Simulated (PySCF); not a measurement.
PySCF input:

```python
from pyscf import gto, scf, dft

mol = gto.M(
    atom='''
    C     0.13024566    0.85108141   -0.45470947
    O    -0.00376065   -0.00303305    0.86250643
    C     0.02493219   -0.64005001   -0.38613383
    H    -0.92028812    1.20080584   -0.62002850
    H    -0.89689779   -1.18874982   -0.64519838
    H     0.91620393   -1.25398011   -0.58976473
    ''',
    basis='def2-tzvpd',
    charge=-1,
    spin=0,
    verbose=4,
)

mf = dft.RKS(mol, xc='tpssh').density_fit(auxbasis='def2-universal-jkfit')
mf.grids.level = 3
mf.conv_tol = 1e-9
mf.max_cycle = 100
mf.max_memory = 1500
mf.kernel()
if not mf.converged:
    mf = mf.newton()
    mf.kernel(mf.make_rdm1())
mf.analyze()
```

Task: What final total energy does it print?

Result: -153.19939 Eh (TPSSh/def2-TZVPD).

It need not be the lowest isomer of its formula. Whether it binds its extra electron was not tested at this geometry.
